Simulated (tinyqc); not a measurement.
Inside a calculation (part 2 of 2). Method: RHF in the sto-6g basis, for H2O, spin multiplicity 1. Computed by tinyqc, a small Python program that keeps every step (integrals from PySCF). Command: `OMP_NUM_THREADS=1 python tinyqc.py 27501 27502 out.jsonl` (the two numbers bound the seeds that draw the settings). One thread of a shared host (Intel(R) Xeon(R) Processor @ 2.60GHz), about 0.1 s of CPU time with the checks.

Geometry (angstrom):
```
atom         x          y         z
O     0.000000   0.000000  0.000000
H     0.000000   0.674000  0.652000
H     0.000000  -0.674000  0.652000
```

## Iteration 16 (converged): orbitals

converged F (hartree), order 1O 1s, 1O 2s, 1O 2px, 1O 2py, 1O 2pz, 2H 1s, 3H 1s:
$$\begin{pmatrix}
-20.512418 & -4.966323 & 0.000000 & 0.000000 & -0.030565 & -1.253910 & -1.253910 \\
-4.966323 & -2.359595 & 0.000000 & 0.000000 & -0.152206 & -1.053881 & -1.053881 \\
0.000000 & 0.000000 & -0.406866 & 0.000000 & 0.000000 & 0.000000 & 0.000000 \\
0.000000 & 0.000000 & 0.000000 & -0.329700 & 0.000000 & -0.369437 & 0.369437 \\
-0.030565 & -0.152206 & 0.000000 & 0.000000 & -0.385641 & -0.424097 & -0.424097 \\
-1.253910 & -1.053881 & 0.000000 & -0.369437 & -0.424097 & -0.621609 & -0.481371 \\
-1.253910 & -1.053881 & 0.000000 & 0.369437 & -0.424097 & -0.481371 & -0.621609
\end{pmatrix}$$

X, order 1O 1s, 1O 2s, 1O 2px, 1O 2py, 1O 2pz, 2H 1s, 3H 1s:
$$\begin{pmatrix}
1.022852 & -0.139145 & 0.000000 & 0.000000 & -0.010838 & 0.019734 & 0.019734 \\
-0.139145 & 1.258233 & 0.000000 & 0.000000 & 0.132213 & -0.302681 & -0.302681 \\
0.000000 & 0.000000 & 1.000000 & 0.000000 & 0.000000 & 0.000000 & 0.000000 \\
0.000000 & 0.000000 & 0.000000 & 1.102949 & 0.000000 & -0.225941 & 0.225941 \\
-0.010838 & 0.132213 & 0.000000 & 0.000000 & 1.073644 & -0.169107 & -0.169107 \\
0.019734 & -0.302681 & 0.000000 & -0.225941 & -0.169107 & 1.232040 & -0.121164 \\
0.019734 & -0.302681 & 0.000000 & 0.225941 & -0.169107 & -0.121164 & 1.232040
\end{pmatrix}$$

Diagonalise F' = X^T F X, C = X C', fill 5 alpha and 5 beta electrons from the bottom; D = 2 C_occ C_occ^T. Each column has its largest component positive (the first on a tie).

F' = X^T F X (hartree):
$$\begin{pmatrix}
-20.182637 & -2.503590 & 0.000000 & 0.000000 & -0.047379 & -0.228212 & -0.228212 \\
-2.503590 & -1.190025 & 0.000000 & 0.000000 & 0.124501 & -0.523410 & -0.523410 \\
0.000000 & 0.000000 & -0.406866 & 0.000000 & 0.000000 & 0.000000 & 0.000000 \\
0.000000 & 0.000000 & 0.000000 & -0.047141 & 0.000000 & -0.464071 & 0.464071 \\
-0.047379 & 0.124501 & 0.000000 & 0.000000 & -0.186484 & -0.370331 & -0.370331 \\
-0.228212 & -0.523410 & 0.000000 & -0.464071 & -0.370331 & 0.021950 & -0.139403 \\
-0.228212 & -0.523410 & 0.000000 & 0.464071 & -0.370331 & -0.139403 & 0.021950
\end{pmatrix}$$

orbital energies (hartree): MO1 -20.515662, MO2 -1.301730, MO3 -0.607418, MO4 -0.491278, MO5 -0.406866, MO6 0.632070, MO7 0.721630

coefficients C, order 1O 1s, 1O 2s, 1O 2px, 1O 2py, 1O 2pz, 2H 1s, 3H 1s:
$$\begin{pmatrix}
0.996631 & -0.219788 & 0.000000 & 0.104392 & 0.000000 & -0.118346 & 0.000000 \\
0.016146 & 0.826067 & 0.000000 & -0.578693 & 0.000000 & 0.886392 & 0.000000 \\
0.000000 & 0.000000 & 0.000000 & 0.000000 & 1.000000 & 0.000000 & 0.000000 \\
0.000000 & 0.000000 & 0.631386 & 0.000000 & 0.000000 & 0.000000 & 0.959139 \\
0.003649 & 0.151016 & 0.000000 & 0.742092 & 0.000000 & 0.808694 & 0.000000 \\
-0.003843 & 0.154312 & 0.449430 & 0.283792 & 0.000000 & -0.795776 & -0.874439 \\
-0.003843 & 0.154312 & -0.449430 & 0.283792 & 0.000000 & -0.795776 & 0.874439
\end{pmatrix}$$

D after iteration 16, order 1O 1s, 1O 2s, 1O 2px, 1O 2py, 1O 2pz, 2H 1s, 3H 1s:
$$\begin{pmatrix}
2.104955 & -0.451758 & 0.000000 & 0.000000 & 0.095826 & -0.016242 & -0.016242 \\
-0.451758 & 2.035066 & 0.000000 & 0.000000 & -0.609271 & -0.073638 & -0.073638 \\
0.000000 & 0.000000 & 2.000000 & 0.000000 & 0.000000 & 0.000000 & 0.000000 \\
0.000000 & 0.000000 & 0.000000 & 0.797296 & 0.000000 & 0.567527 & -0.567527 \\
0.095826 & -0.609271 & 0.000000 & 0.000000 & 1.147038 & 0.467779 & 0.467779 \\
-0.016242 & -0.073638 & 0.000000 & 0.567527 & 0.467779 & 0.612704 & -0.195244 \\
-0.016242 & -0.073638 & 0.000000 & -0.567527 & 0.467779 & -0.195244 & 0.612704
\end{pmatrix}$$

## Convergence

Stop when the energy changes by less than 1e-09 hartree and every element of the error matrix X^T (F D S - S D F) X is below 9e-06.

Course of the cycle:
```
iteration   E (hartree)     change  largest element of the error matrix
1          -73.91236453          -                             6.67e-01
2          -75.27664183  -1.36e+00                             1.56e-01
3          -75.58929327  -3.13e-01                             5.20e-02
4          -75.65453512  -6.52e-02                             1.90e-02
5          -75.66789775  -1.34e-02                             5.48e-03
6          -75.67060913  -2.71e-03                             1.38e-03
7          -75.67115565  -5.47e-04                             2.96e-04
8          -75.67126538  -1.10e-04                             5.83e-05
9          -75.67128735  -2.20e-05                             1.17e-05
10         -75.67129174  -4.39e-06                             2.33e-06
11         -75.67129262  -8.79e-07                             4.66e-07
12         -75.67129280  -1.76e-07                             9.32e-08
13         -75.67129283  -3.52e-08                             1.86e-08
14         -75.67129284  -7.03e-09                             3.73e-09
15         -75.67129284  -1.41e-09                             7.46e-10
16         -75.67129284  -2.81e-10                             1.49e-10
```

PySCF RHF in the same basis = -75.67129284 hartree

Converged in 16 iterations.

## Populations, bond orders and dipole

overlap S, order 1O 1s, 1O 2s, 1O 2px, 1O 2py, 1O 2pz, 2H 1s, 3H 1s:
$$\begin{pmatrix}
1.000000 & 0.231145 & 0.000000 & 0.000000 & 0.000000 & 0.057954 & 0.057954 \\
0.231145 & 1.000000 & 0.000000 & 0.000000 & 0.000000 & 0.489610 & 0.489610 \\
0.000000 & 0.000000 & 1.000000 & 0.000000 & 0.000000 & 0.000000 & 0.000000 \\
0.000000 & 0.000000 & 0.000000 & 1.000000 & 0.000000 & 0.287051 & -0.287051 \\
0.000000 & 0.000000 & 0.000000 & 0.000000 & 1.000000 & 0.277682 & 0.277682 \\
0.057954 & 0.489610 & 0.000000 & 0.287051 & 0.277682 & 1.000000 & 0.317943 \\
0.057954 & 0.489610 & 0.000000 & -0.287051 & 0.277682 & 0.317943 & 1.000000
\end{pmatrix}$$

Mulliken: Z minus the diagonal of D S on the atom; Loewdin: the same with S^(1/2) D S^(1/2); Mayer order: 2 sum_s sum (D(s) S)_ij (D(s) S)_ji over the two atoms.

Charges (e):
```
atom   Mulliken    Loewdin
1O    -0.387128  -0.269541
2H     0.193564   0.134770
3H     0.193564   0.134770
```

Mayer bond orders:
```
pair     order
2-1   0.957570
3-1   0.957570
3-2   0.004963
```

dipole moment about the origin, x y z (debye): [0.000000, 0.000000, 1.872867]
